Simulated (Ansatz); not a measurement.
Process, species as SMILES: C=[CH] (CH-CH2) → 2 C atom + 3 H atom
B3LYP-D3(BJ)/def2-TZVP geometries, fixed; electronic energies without zero-point terms.

Core correlation in the atomisation energy at CCSD(T) with Ansatz (a first-principles code), in kcal/mol: frozen core against all electrons. Core-valence sets carry the plain set on hydrogen. An unrestricted Hartree-Fock determinant is markedly spin-contaminated. Open shells are unrestricted.

```json
[
 {"basis": "cc-pVDZ", "functions, most": "43", "frozen core": "411.19", "all electrons": "412.50", "core term (second minus first)": "1.32"},
 {"basis": "cc-pCVDZ", "functions, most": "51", "frozen core": "411.63", "all electrons": "412.81", "core term (second minus first)": "1.19"},
 {"basis": "cc-pVTZ", "functions, most": "102", "frozen core": "433.64", "all electrons": "441.82", "core term (second minus first)": "8.18"},
 {"basis": "cc-pCVTZ", "functions, most": "128", "frozen core": "433.75", "all electrons": "435.59", "core term (second minus first)": "1.84"},
 {"basis": "cc-pwCVTZ", "functions, most": "128", "frozen core": "434.12", "all electrons": "436.21", "core term (second minus first)": "2.08"},
 {"basis": "cc-pVQZ", "functions, most": "200", "frozen core": "439.76", "all electrons": "444.15", "core term (second minus first)": "4.39"},
 {"basis": "cc-pwCVQZ", "functions, most": "258", "frozen core": "439.90", "all electrons": "442.16", "core term (second minus first)": "2.26"},
 {"basis": "cc-pCVQZ", "functions, most": "258", "frozen core": "439.80", "all electrons": "441.97", "core term (second minus first)": "2.18"}
]
```

The largest core-valence set, cc-pCVQZ, gives a core term of 2.18 kcal/mol; the valence set cc-pVQZ, which lacks functions for the core, gives 4.39.
